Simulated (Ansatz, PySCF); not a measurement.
This PySCF input computes a PBE0/def2-TZVPD energy:

```python
from pyscf import gto, scf, dft

mol = gto.M(
    atom='''
    C    -0.00226556    0.74468015   -0.37592749
    O     0.04576652    0.09443684    0.82068210
    C     0.04828699   -0.69904179   -0.41916867
    H    -0.78219807    1.46229338   -0.61082909
    H    -0.84845617   -1.29597784   -0.55285518
    H     0.98839347   -1.19564042   -0.63119565
    ''',
    basis='def2-tzvpd',
    charge=0,
    spin=1,
    verbose=4,
)

mf = dft.UKS(mol, xc='pbe0').density_fit(auxbasis='def2-universal-jkfit')
mf.grids.level = 3
mf.conv_tol = 1e-9
mf.max_cycle = 100
mf.max_memory = 1500
mf.kernel()
if not mf.converged:
    mf = mf.newton()
    mf.kernel(mf.make_rdm1())
for _ in range(2):
    mo, _, stable, _ = mf.stability(return_status=True)
    if stable:
        break
    mf.kernel(mf.make_rdm1(mo, mf.mo_occ))
mf.analyze()
```

Question: Write an input for the same energy in Ansatz (a quantum-chemistry and plane-wave program) and say what it gives.

Answer: 
Ansatz 0.2 input:
```yaml
crystal:
  periodic: [false, false, false]
  atoms:
    - {symbol: C, position_ang: [-0.00226556, 0.74468015, -0.37592749]}
    - {symbol: O, position_ang: [0.04576652, 0.09443684, 0.82068210]}
    - {symbol: C, position_ang: [0.04828699, -0.69904179, -0.41916867]}
    - {symbol: H, position_ang: [-0.78219807, 1.46229338, -0.61082909]}
    - {symbol: H, position_ang: [-0.84845617, -1.29597784, -0.55285518]}
    - {symbol: H, position_ang: [0.98839347, -1.19564042, -0.63119565]}
basis:
  gaussian:
    orbitals: def2-TZVPD
hamiltonian:
  xc: {name: PBE0}
magnetization: {spin_polarized: true, initial_magnetization: 1}
output: {forces: true}
```
It gives -153.00439 Eh, and PySCF -153.00443 Eh, a difference of 0.04 mEh, from the treatment of integrals and grids.

It need not be the lowest isomer of its formula.
